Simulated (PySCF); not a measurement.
C3H5P.
Cartesian coordinates in Å at the GFN2-xTB level; atoms count from 1:
```xyz
9
C3H5P angstrom
C     -1.4995    0.1194   -0.4338
C     -0.3145   -0.2997    0.0140
C      0.8539    0.5248    0.0465
P      2.3836    0.0797    0.5922
H     -2.3630   -0.5227   -0.4470
H     -1.6378    1.1227   -0.8018
H     -0.2022   -1.3142    0.3784
H      0.7374    1.5387   -0.3188
H      2.0557   -1.2425    0.9450
```

The calculation used TDDFT CAM-B3LYP/def2-SVPD, vertical, gas phase, core orbitals frozen in the response (PySCF).

Transition dipole moments from the ground state, in atomic units and in the frame of the coordinates above (overall signs are arbitrary), for the states with f of 0.002 or more among the lowest 8:

```tsv
state	E (eV)	μx	μy	μz
S1	4.590	-0.050	0.096	0.305
S2	4.686	-2.105	0.180	-0.604
S3	6.343	-0.051	0.064	0.190
S5	6.639	0.376	-0.053	0.116
S7	7.143	-0.713	0.029	-0.196
S8	7.191	-0.074	0.097	0.294
```

**Question.** What oscillator strength does each state have?

**Answer.** f = (2/3) ΔE |μ|² with ΔE in hartree (27.2114 eV).

```csv
state,|μ|² (au),|μ| (D),f
S1,0.105,0.82,0.012
S2,4.827,5.58,0.554
S3,0.043,0.52,0.007
S5,0.158,1.01,0.026
S7,0.547,1.88,0.096
S8,0.101,0.81,0.018
```

**Question.** What is the point group, and which symmetry does each of these states have?

**Answer.** Cs. The ground state is totally symmetric, so the direction of μ fixes the label. Polarised normal to the mirror plane, so A″: S1, S3 and S8. Polarised in the mirror plane, so A′: S2, S5 and S7.

**Question.** What angle do the transition dipoles of S7 and S8 make?

**Answer.** |cos θ| = |μa·μb| / (|μa| |μb|) = 0.01, so θ ≈ 90° (taken between 0 and 90°, since the signs are arbitrary).

**Question.** What peak molar absorption coefficient would the strongest computed level give as a lone Gaussian band 0.5 eV wide at half height?

**Answer.** ε(max) = 2.175×10⁸ f / FWHM, with the width in cm⁻¹. S2: 2.175×10⁸ × 0.5541 / 4033 ≈ 30000 L mol⁻¹ cm⁻¹.

Hardware: one thread, x86-64 server (shared host). Cost: 7.6 s of wall time.

One conformer stands for the species.
